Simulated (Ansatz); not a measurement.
C4H8O, SMILES `CC(C)=CO`. Total charge 0; spin multiplicity 1.

Z-matrix (Å, degrees):
```
C
C 1 1.493
H 1 1.096 2 110.7
H 1 1.089 2 111.8 3 121.0
H 1 1.096 2 110.7 3 -118.1
C 2 1.494 1 117.3 3 58.9
C 2 1.329 1 122.4 3 -121.1
H 6 1.092 2 111.9 1 180.0
H 6 1.096 2 111.1 1 -59.3
H 6 1.096 2 111.1 1 59.3
O 7 1.366 2 122.7 1 -0.0
H 7 1.087 2 121.3 1 -180.0
H 11 0.958 7 109.1 2 179.9
```

Problem. What are the harmonic wavenumbers in cm⁻¹ at PBE0-D4/def2-TZVP (Ansatz, finite differences of forces, unscaled)? (Best estimate.)

Solution. Computed: 107, 170, 219, 264, 306, 357, 457, 588, 832, 854, 971, 1008, 1047, 1098, 1194, 1207, 1319, 1380, 1412, 1418, 1462, 1476, 1484, 1493, 1791, 3023, 3031, 3073, 3078, 3120, 3153, 3163, 3910.

Problem. Is this a minimum?

Solution. Yes, all 33 modes are real.

Problem. Give the ideal-gas thermochemistry at 298.15 K and 1 bar (rigid rotor, harmonic oscillator; point group Cs, symmetry number 1).

Solution. Zero-point energy 295.9 kJ/mol; H(298) − E = 316.0 kJ/mol; entropy 328.6 J/(mol·K), of which translation 162.2, rotation 107.6, vibration 58.7; G(298) − E = 218.0 kJ/mol.

Problem. And at 400, 500, 600, 800 and 1000 K?

Solution. 
```
T (K)  H − E (kJ/mol)  S (J/mol/K)  G − E (kJ/mol)
  400           327.7        362.4           182.8
  500           341.6        393.3           145.0
  600           357.6        422.3           104.2
  800           394.4        475.1            14.3
 1000           436.5        522.0           -85.4
```

Problem. Rotational constants (cm⁻¹)?

Solution. 0.2816, 0.1263, 0.09007.
